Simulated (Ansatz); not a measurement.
The input, for Ansatz 0.2.0:

```yaml
crystal:
  periodic: [false, false, false]
  atoms:
    - {symbol: O, position_ang: [0.000000, 0.000000, 0.000000]}
    - {symbol: H, position_ang: [0.000000, 0.000000, -1.003807]}
    - {symbol: H, position_ang: [0.000000, 0.000000, 1.003807]}
basis:
  gaussian: {orbitals: "6-31++G**"}
total_charge: 1
magnetization: {spin_polarized: true, initial_magnetization: 1}
correlation: {method: ccsd_t, electrons: all}
output: {forces: true}
```

```sh
$ ansatz run in.yaml --threads 1 --pin off --events-out ev --progress --plain --max-ram 2393MiB
```

The program prints:

```
283 factors; integrals over basis functions are off by at most 2.7e-4 eV
mean field evaluation 1: about -2054.5945 eV, gradient 2.8e1 eV
mean field evaluation 2: about -2054.6001 eV, gradient 2.7e1 eV
mean field evaluation 4: about -2057.0248 eV, gradient 9.7e-1 eV
mean field evaluation 8: about -2057.0306 eV, gradient 7.6e-4 eV
mean field evaluation 16: about -2055.1856 eV, gradient 1.5e1 eV
mean field evaluation 32: about -2057.0306 eV, gradient 1.0e-2 eV
mean field -2057.03063849 eV, -75.5944816591 hartree, gradient 3.1e-6 eV, S^2 0.757469; 2 other end points of the search recorded, 0 dependent functions left out
reference -2057.03063849 eV, -75.5944816591 hartree; 5, 4 occupied and 26, 27 virtual orbitals, 283 factors
second order -4.00537759 eV of doubles, -0.00000000 eV of singles
cycle   1  -4.29698085 eV  change   -2.9e-1 eV  update   3.5e-2
cycle   2  -4.40000798 eV  change   -1.0e-1 eV  update   1.2e-2
cycle   3  -4.42046989 eV  change   -2.0e-2 eV  update   4.7e-3
cycle   4  -4.42129072 eV  change   -8.2e-4 eV  update   1.8e-3
cycle   5  -4.42172935 eV  change   -4.4e-4 eV  update   4.9e-4
cycle   6  -4.42187131 eV  change   -1.4e-4 eV  update   1.1e-4
cycle   7  -4.42186577 eV  change    5.5e-6 eV  update   3.4e-5
cycle   8  -4.42186443 eV  change    1.3e-6 eV  update   9.7e-6
cycle   9  -4.42186290 eV  change    1.5e-6 eV  update   2.7e-6
perturbative correction -0.05759334 eV, -0.0021165162 hartree
the calculation of the forces begins
Total energy: -2061.51009473 eV, -75.7590986395 hartree
Atom 0 at     0.000000     0.000000     0.000000 Å, force    -0.000000    -0.000000     0.000000 eV/Å
Atom 1 at     0.000000     0.000000    -1.003807 Å, force     0.000000    -0.000000     0.450106 eV/Å
Atom 2 at     0.000000     0.000000     1.003807 Å, force    -0.000000     0.000000    -0.450106 eV/Å
Dipole moment:    -0.000000    -0.000000    -0.000000 e Å
```

Forces (eV/Å):
```
O    0.000  0.000  0.000
H    0.000  0.000  0.450
H    0.000  0.000 -0.450
```

Ran on 1 thread of Arm Neoverse V1, shared host: 1 s wall, 0.13 GiB peak host memory.
